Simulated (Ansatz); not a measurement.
`C=C=C(O)Cl` + H₂ → `C=C=CO` + HCl at 700 K and 1 bar (hydrogenolysis of a C–Cl bond).

Computed with Ansatz on PBE0-D4/def2-TZVP structures; ΔE is electronic, products minus reactants. CCSD(T)/CBS is the MP2 limit (def2-TZVPP, def2-QZVPP) plus CCSD(T) − MP2 in def2-TZVPP, frozen cores. This one scheme is used for every species. One conformer a species, not always the lowest.

| species | CCSD(T)/CBS energy (Eh) | H − E (kJ/mol) | S (J/(mol·K)) |
| --- | --- | --- | --- |
| `C=C=C(O)Cl` | -650.83058 | 198.1 | 408.0 |
| H₂ | -1.17544 | 46.8 | 155.3 |
| `C=C=CO` | -191.65809 | 214.7 | 362.1 |
| HCl | -460.38127 | 38.4 | 211.8 |

H − E and S are ideal-gas, rigid-rotor, harmonic terms from PBE0-D4/def2-TZVP, for one conformer and one mirror image of each species. For small species the MP2-based limit differs from directly extrapolated CCSD(T) by up to some mEh (0.8 for H₂); such offsets cancel only in part. 1 Eh = 2625.50 kJ/mol, R = 8.31446 J/(mol·K).

Question: By hand: ΔE, ΔH, ΔS and ΔG.

Answer: ΔE = (-191.65809) + (-460.38127) − (-650.83058) − (-1.17544) = -0.03334 Eh = -87.5 kJ/mol. Δ(H − E) = 214.7 + 38.4 − 198.1 − 46.8 = 8.2, so ΔH = -79.3 kJ/mol. ΔS = 362.1 + 211.8 − 408.0 − 155.3 = 10.6 J/(mol·K). ΔG = -79.3 − 700 × (10.6)/1000 = -86.7 kJ/mol.

Question: By hand: the equilibrium constant, and the temperature at which ΔG would vanish if ΔH and ΔS stayed fixed.

Answer: log₁₀ K = −ΔG/(RT ln 10) = 6.5. ΔH and −TΔS have one sign here, so there is no such temperature.

The number of gas molecules stays the same, so ΔS is small and ΔH decides. A doubt of 5 kJ/mol in ΔE shifts log₁₀ K by 0.4 here. Other conformers and mirror images would add mixing entropy, several J/(mol·K) or more a flexible species. These are equilibria of isolated gas molecules and say nothing of rates. Largest T1 diagnostic: 0.013 (customary marks: 0.02 for closed shells, 0.045 for open ones).

ΔS is within the doubt of such terms, so its sign, and with it that verdict, could turn.
